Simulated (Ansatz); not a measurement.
[AlH2···H···BH2], doublet: the ladder up to UCCSDT(Q)

Geometry: a point of a hydrogen-transfer path between rigid fragments, not a stationary point.

```yaml
atoms:
  - { symbol: Al, position_ang: [-1.0897, 0.0000, 0.0000] }
  - { symbol: H, position_ang: [-1.8826, 1.3734, 0.0000] }
  - { symbol: H, position_ang: [-1.8826, -1.3734, 0.0000] }
  - { symbol: H, position_ang: [0.7204, 0.0000, 0.0000] }
  - { symbol: B, position_ang: [2.4514, 0.0000, 0.0000] }
  - { symbol: H, position_ang: [2.9604, 0.0000, 1.0770] }
  - { symbol: H, position_ang: [2.9604, 0.0000, -1.0770] }
```

Basis cc-pVDZ; Ansatz 0.2.0. Correlated methods freeze the noble-gas cores, which leaves 11 electrons in 51 orbitals. R marks a restricted (for open shells ROHF) determinant, U an unrestricted one. Active spaces: frontier = (9e, 9o) about the gap; pair = (3e, 3o) about the gap.

Full CI isn't at hand for all of this; UCCSDT(Q) serves as the reference, and is uncertain by about the last step of the cluster series. The frozen core follows each run's orbitals, which can shift R against U totals by a few meV.

```
UHF ⟨S²⟩                          : 0.785
T1 diagnostic (RCCSD)             : 0.0233
largest doubles amplitude (RCCSD) : 0.043
T1 diagnostic (UCCSD)             : 0.0158
```

From what is known of these methods and the diagnostics, rank them by the size of their error in total energy against UCCSDT(Q) in cc-pVDZ, smallest first (an estimate: the text doesn't fix the numbers).
A. RHF
B. RCCSDT
C. UCCSD
D. BCCD(T)
E. NEVPT2 (pair space)

B (0.4 kJ/mol), D (3.2 kJ/mol), C (12.8 kJ/mol), E (127.0 kJ/mol), A (554.2 kJ/mol).

All errors are against UCCSDT(Q) in cc-pVDZ. Within each family the higher level lies nearer, as is usual though not guaranteed.
